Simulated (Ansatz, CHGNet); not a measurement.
Elastic constant C12 (GPa) of 27 elemental solids other than molecular ones, computed with the machine-learned potential CHGNet 0.3.0 (trained on PBE and PBE+U data) and with PBE (PAW; Ansatz, an electronic-structure program). The set holds measured phases with no doubt noted on the run or the magnetic state but for the caveats below. 5 more of the class have both values but aren't in it, for one of these reasons: built or high-temperature cells, doubts on the run or the magnetic state, unlike cells, values of zero, layered or molecular crystals. Solids without a value at one level (not run, failed, or a magnetic order lost), or held back for tests, aren't counted.

All rows, in order of the shift (worked out from unrounded values):

```
solid                 CHGNet 0.3.0   PBE  shift (%)
--------------------  ------------  ----  ---------
bcc Rb                        11.3  2.63        -77
bcc Ba                        20.9  7.26        -65
hcp Zn                        75.2  39.0        -48
hcp Hf                         129  69.5        -46
bcc K                         5.67  3.42        -40
hcp Os                         354   220        -38
diamond                        196   125        -36
hcp Y                         39.2  25.0        -36
α-phase Ga                    40.9  26.3        -36
fcc Cu                         176   123        -30
fcc Ir                         309   229        -26
hcp Mg                        30.6  24.2        -21
hcp Zr                        76.9  65.0      -15.4
fcc Ni                         179   157      -12.7
fcc Rh                         200   179      -10.2
hcp Lu                        31.1  28.9       -6.9
fcc Pt                         230   219       -4.7
fcc Sr                        9.61  9.82       +2.2
fcc Ca                        13.9  14.9       +6.5
fcc Pd                         139   152       +9.5
diamond-structure Si          48.4  56.7      +17.3
bcc Li                        10.4  13.1        +26
fcc Al                        47.3  64.6        +37
fcc Ag                        57.3  81.0        +42
fcc Au                        91.4   131        +43
fcc Pb                        24.7  35.7        +45
hcp Tl                        16.2  24.4        +50
```

The shift from CHGNet 0.3.0 to PBE has a median of -12.7 %, and eight in ten lie between -47 % and +42 %; PBE is the larger in 10 of 27. Each level is at its own cell, so the shift holds the change of volume too.

Ansatz's runs of these crystals have no spin polarisation, but for fcc Ni.

Density-functional runs with spin start from parallel moments for fcc Ni.

Spin–orbit coupling is left out, also for the solids with elements from indium on (fcc Pt, hcp Os, bcc Ba, hcp Tl, fcc Ir, hcp Hf, fcc Pb, hcp Lu, fcc Au); its size isn't shown.

Each level is taken at its own relaxed cell. Ansatz's density-functional and Hartree–Fock values are scalar-relativistic unless marked +SOC, with PAW data made under PBE.
